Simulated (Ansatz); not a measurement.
System: anatase TiO2 (metastable phase). Method: r²SCAN (Ansatz, a first-principles code, plane waves, PAW).

Settings: plane-wave cutoff 560 eV, 12×12×12 k mesh, Fermi–Dirac smearing 0.01 eV, no spin polarisation, scalar-relativistic PAW data made under PBE.

Cell (measured lattice):

```
CELL_PARAMETERS angstrom
     -1.89210    -1.89210     4.75730
      1.89210     1.89210     4.75730
     -1.89210     1.89210    -4.75730
ATOMIC_POSITIONS crystal
  Ti 0.75000 0.25000 0.50000
  Ti 0.00000 0.00000 0.00000
  O  0.54190 0.04190 0.50000
  O  0.79190 0.79190 0.00000
  O  0.20810 0.20810 0.00000
  O  0.95810 0.45810 0.50000
```

Problem. Give the computed band gap, smallest direct gap on the k points sampled and Γ–Γ gap.

Solution. 
* **band gap**: 2.50 eV (indirect)
* **smallest direct gap on the k points sampled**: 2.86 eV
* **Γ–Γ gap**: 3.00 eV

Note: cell and atoms aren't relaxed at this level (pressure 0.5 GPa).

Static lattice: no zero-point or thermal effects.
